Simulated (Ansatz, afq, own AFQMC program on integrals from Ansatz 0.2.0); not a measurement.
# BH4⁺, singlet in cc-pVDZ, levels against full CI

| atom | x (Å) | y (Å) | z (Å) |
| --- | --- | --- | --- |
| B | 0.0000 | 0.0000 | 0.0000 |
| H | -0.0156 | 0.8614 | 0.8498 |
| H | -0.0213 | -0.8500 | 0.8612 |
| H | 0.0213 | 0.8500 | -0.8612 |
| H | 0.0156 | -0.8614 | -0.8498 |

Basis cc-pVDZ. Only valence electrons are correlated. Integrals, coupled cluster, full CI and functionals: Ansatz 0.2.0; the random walks run on the same integrals in our own AFQMC program. ph-AFQMC/CISD is guided by a CISD state made of CCSD amplitudes; releasing the constraint for a short imaginary time cuts its bias at the price of noise, slowly where states lie close. Free AFQMC starts from the CCSD state and is never constrained. Its projection time is finite, and what remains of the start isn't in its error. Uncertainties: one standard error, sampling alone.

Determinant: RHF, the one that the program's search chose, which needn't be the lowest solution. The geometry is a point of a scan.

Full CI on the same integrals is exact in this basis and with this determinant's frozen core.

- T1 diagnostic: 0.0073
- weight of the determinant in the CISD state: 0.926
- size of the correlated space: 6 electrons in 33 orbitals

Reference: full CI, correlation energy -3.705 eV. The released energy is read at 2.40 1/Eh (meV from the phaseless value at times in 1/Eh: 2 ± 4 at 0.24, 2 ± 4 at 0.51, 5 ± 3 at 0.99, -2 ± 4 at 1.62, 2 ± 3 at 2.40).

```tsv
level	E − E(reference) (kcal/mol)	share of correlation (%)
HF	85.45	0.00
MP2	18.48	78.38
CCSD	2.16	97.47
CCSD(T)	0.46	99.46
CCSDT	0.12	99.86
CCSDT(Q)	0.02	99.97
ph-AFQMC/HF	-0.05 ± 0.54	100.06
ph-AFQMC/CISD	-0.05 ± 0.09	100.06
released AFQMC	0.00 ± 0.08	100.00
free AFQMC	-0.09 ± 0.17	100.11
```

CCSDT and higher add their correlation energy to the determinant of the CCSD(T) run, since their own runs factorise the integrals more tightly (a shift of under 2 meV). Free projections are given only where their last times agree within the noise and don't stop above the reference; a slow remainder of the start can still hide under it. A walk keeps the symmetry of its determinant, which the program's search chose and which needn't be the lowest solution, so a lower state of the same spin and another symmetry isn't excluded. Released energies are given only where the last usable release times agree within the noise; a slower fall can still hide under it.
